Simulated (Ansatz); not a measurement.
in.yaml

```yaml
crystal:
  periodic: [false, false, false]
  atoms:
    - {symbol: P, position_ang: [0.000000, -0.050391, 0.015541]}
    - {symbol: H, position_ang: [0.000000, 0.914620, -1.732819]}
    - {symbol: H, position_ang: [0.000000, 0.633874, 1.255259]}
basis:
  gaussian: {orbitals: cc-pVDZ}
total_charge: 1
magnetization: {spin_polarized: false, initial_magnetization: 2}
correlation: {method: fic_mrcisd_q_relaxed, electrons: outside_noble_gas, active_space: {window: {electrons: 6, orbitals: 6}, shells: [{species: H, l: s, shell: 1}, {species: P, l: s, shell: 3}, {species: P, l: p, shell: 3}]}}
```

```sh
$ ansatz run in.yaml --threads 1 --pin off --events-out ev --progress --plain --max-ram 2393MiB
```

Output:

```
495 factors; integrals over basis functions are off by at most 1.8e-7 eV
mean field evaluation 1: about -9291.0014 eV, gradient 7.4e0 eV
mean field evaluation 2: about -9291.0023 eV, gradient 7.4e0 eV
mean field evaluation 4: about -9291.5214 eV, gradient 9.4e-1 eV
mean field evaluation 8: about -9291.5472 eV, gradient 1.4e-2 eV
mean field -9291.54725896 eV, -341.4580637297 hartree, gradient 1.8e-6 eV, S^2 2.000000; 0 other end points of the search recorded, 0 dependent functions left out
reference -9291.54725896 eV, -341.4580637297 hartree; 9, 7 occupied and 19, 21 virtual orbitals, 495 factors
state -9292.92240654 eV, -341.5085994712 hartree
contracted CI cycle   1: correlation 0.00000000 eV, 0.0000000000 hartree, residual 9.78e0 eV
contracted CI cycle   2: correlation -1.80533843 eV, -0.0663449635 hartree, residual 2.13e0 eV
contracted CI cycle   3: correlation -1.89418550 eV, -0.0696100332 hartree, residual 6.91e-1 eV
contracted CI cycle   4: correlation -1.90376855 eV, -0.0699622040 hartree, residual 2.18e-1 eV
contracted CI cycle   5: correlation -1.90503367 eV, -0.0700086961 hartree, residual 1.03e-1 eV
contracted CI cycle   6: correlation -1.90534519 eV, -0.0700201443 hartree, residual 5.34e-2 eV
contracted CI cycle   7: correlation -1.90543326 eV, -0.0700233809 hartree, residual 3.13e-2 eV
contracted CI cycle   8: correlation -1.90546067 eV, -0.0700243882 hartree, residual 1.71e-2 eV
contracted CI cycle   9: correlation -1.90546874 eV, -0.0700246845 hartree, residual 8.48e-3 eV
contracted CI cycle  10: correlation -1.90547046 eV, -0.0700247478 hartree, residual 3.36e-3 eV
contracted CI cycle  11: correlation -1.90547072 eV, -0.0700247575 hartree, residual 1.35e-3 eV
contracted CI cycle  12: correlation -1.90547076 eV, -0.0700247590 hartree, residual 5.31e-4 eV
state -9292.92240654 eV, -341.5085994712 hartree; corrected -9294.90888581 eV, -341.5816012380 hartree
Total energy: -9294.90888581 eV, -341.5816012380 hartree
Checks for a lower state left out: starts, orbital_swaps
```

For the same geometry and basis full CI lies 22.5 meV higher.

Ran on 1 thread of Arm Neoverse V2, shared host: 0.66 s wall, 0.09 GiB peak host memory.
